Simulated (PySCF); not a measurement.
# Sulfur: a sound run and one with changed settings

Sound run: S [Ne] 3s2 3p4, S⁺ [Ne] 3s2 3p3. Calculation: PySCF 2.14, in cc-pVDZ-DK; the spin-free X2C one-electron Hamiltonian (Gaussian nucleus). The sound run starts from symmetry-adapted Hartree-Fock orbitals and uses a fine grid where one is needed.

A second run was set up differently.

| species | method | sound run (hartree) | changed run (hartree) | converged |
| --- | --- | --- | --- | --- |
| S | UHF | -398.57668 | -398.57668 | yes |
| S | r2SCAN | -399.16381 | -399.21251 | yes |
| S | LDA | -397.79007 | -397.80932 | yes |
| S⁺ | UHF | -398.23931 | -398.23931 | yes |
| S⁺ | r2SCAN | -398.78456 | -398.82796 | yes |
| S⁺ | LDA | -397.40531 | -397.42265 | yes |

Ionisation energy of S:

```csv
method,sound run (eV),changed run (eV)
UHF,9.180,9.180
r2SCAN,10.320,10.464
LDA,10.470,10.522
```

Task: What was changed?
A. minimal basis
B. radial grid too coarse
C. basis contracted for another Hamiltonian
D. too few SCF iterations

Result: B. It used radial step 0.5 in ln r (0.13 in the sound run). A coarse radial grid mis-integrates the density and the exchange-correlation energy, with errors of either sign; Hartree-Fock needs no grid.
